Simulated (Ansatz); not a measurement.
Geometry optimisation, Ansatz, RKS PBE-D4/def2-SVP.

Input file:

```yaml
crystal:
  periodic: [false, false, false]
  atoms:
    - { symbol: C, position_ang: [-0.577, 1.2919, -0.2947] }
    - { symbol: C, position_ang: [0.1096, 0.2885, -0.0941] }
    - { symbol: C, position_ang: [0.8141, -0.7517, 0.1064] }
    - { symbol: O, position_ang: [0.3253, -1.9152, 0.481] }
    - { symbol: H, position_ang: [-1.0065, 1.5431, -1.3156] }
    - { symbol: H, position_ang: [-0.8509, 2.0439, 0.4963] }
    - { symbol: H, position_ang: [1.9493, -0.8004, 0.0428] }
    - { symbol: H, position_ang: [-0.6717, -1.7571, 0.522] }
basis:
  gaussian: { orbitals: def2-SVP }
hamiltonian:
  xc: pbe
  dispersion: d4
relax:
  f_tol: 0.02
  max_steps: 50
output:
  orbitals: {}
```

Run as:

```bash
$ ansatz run input.yaml --threads 1 --pin off --max-ram 2048MiB --backend cpu --events-out ev --progress --plain --runs-dir out
```

Where does it end, and by what steps?

It converged. After 6 steps the energy has fallen by 0.555 eV; H8 moved furthest, 0.21 Å.

| step | energy less start (eV) | largest force component (eV/Å) | accepted |
| --- | --- | --- | --- |
| 0 | 0.0000 | 6.102 | yes |
| 1 | -0.5069 | 1.065 | yes |
| 2 | -0.4177 | 1.223 | no |
| 3 | -0.5515 | 0.258 | yes |
| 4 | -0.5467 | 0.146 | no |
| 5 | -0.5554 | 0.025 | yes |
| 6 | -0.5554 | 0.018 | yes |

```xyz
8
Properties=species:S:1:pos:R:3
C -0.610 1.398 -0.330
C 0.097 0.308 -0.100
C 0.813 -0.782 0.131
O 0.348 -2.015 0.503
H -1.001 1.642 -1.337
H -0.842 2.126 0.470
H 1.912 -0.778 0.035
H -0.625 -1.956 0.571
```

Whether the end is a true minimum wasn't checked by a vibrational analysis.

Run time: 12 s on 1 thread of Arm Neoverse V2, with other jobs on the host, peak memory 0.13 GiB.
